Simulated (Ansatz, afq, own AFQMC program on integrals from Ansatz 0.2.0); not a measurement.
Where AFQMC and coupled cluster stand for AlBH$_{2}$, triplet

```
atom   x (Å)   y (Å)    z (Å)
   B  0.0000  0.0000   0.8494
  Al  0.0000  0.0000  -0.6556
   H  0.0000  0.0000   2.0325
   H  0.0000  0.0000  -2.2264
```

Connectivity, by distances: BH–AlH.

Basis 6-31G. Only valence electrons are correlated. Ansatz 0.2.0 and our own AFQMC program on the same integrals; the CISD trial comes from CCSD amplitudes, and released means the phaseless constraint is let go. Uncertainties: one standard error, sampling alone.

Determinant: UHF, the one that the program's search chose, which needn't be the lowest solution. The geometry is a point of a scan.

Full CI on the same integrals is exact in this basis and with this determinant's frozen core.

Cautions: lower spins were not checked.

* T1 diagnostic: 0.0131
* weight of the determinant in the CISD state: 0.932
* ⟨S²⟩ of the determinant: 2.014
* size of the correlated space: 8 electrons in 20 orbitals

Task: Estimate: order these by the size of their error in total energy against full CI, smallest first.
A. AFQMC with the constraint released
B. CCSD
C. MP2
D. CCSD(T)

Result: A (2.1 ± 1.3 meV), D (21.3 meV), B (69.3 meV), C (665.4 meV).

Reference: full CI, correlation energy -2.466 eV. The released energy is read at 2.40 1/Eh (meV from the phaseless value at times in 1/Eh: -0.9 ± 1.3 at 0.24, -2.3 ± 0.9 at 0.51, -4.4 ± 0.8 at 0.99, -5.0 ± 0.8 at 1.62, -5.6 ± 1.3 at 2.40).

A walk keeps the symmetry of its determinant, which the program's search chose and which needn't be the lowest solution, so a lower state of the same spin and another symmetry isn't excluded. Released energies are given only where the last usable release times agree within the noise; a slower fall can still hide under it.
